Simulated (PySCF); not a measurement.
Species: CH6N (charge +1).
Cartesian coordinates in Å at the PBE0-D3(BJ)/def2-SVP level; atoms count from 1:
```xyz
8
CH6N angstrom
C     -0.730    0.101   -0.036
N      0.745   -0.114    0.003
H     -1.166   -0.570   -0.786
H     -0.927    1.146   -0.305
H     -1.145   -0.119    0.954
H      0.986   -1.083    0.254
H      1.206    0.496    0.692
H      1.187    0.076   -0.908
```

The closed-shell ground state was solved at several levels (PySCF, density fitting, gas phase, non-relativistic).

```csv
level,basis functions,HOMO (eV),LUMO (eV),gap (eV)
PBE/pcSseg-2,156,-15.70,-6.38,9.32
B3LYP/pcJ-1,114,-17.08,-5.64,11.44
PBE0/pcSseg-1,64,-17.31,-5.23,12.08
```

Estimate the row for CAM-B3LYP/def2-SVPD, a basis of 88 functions; the other rows only guide the guess.

HOMO -18.79 eV, LUMO -4.60 eV, gap 14.19 eV.

Over all these levels, which gives the widest orbital gap and which the narrowest?

CAM-B3LYP/def2-SVPD (range-separated hybrid) has the widest, 14.19 eV, and PBE/pcSseg-2 (GGA) the narrowest, 9.32 eV. Functional and basis both differ between the two, so the spread mixes both effects.
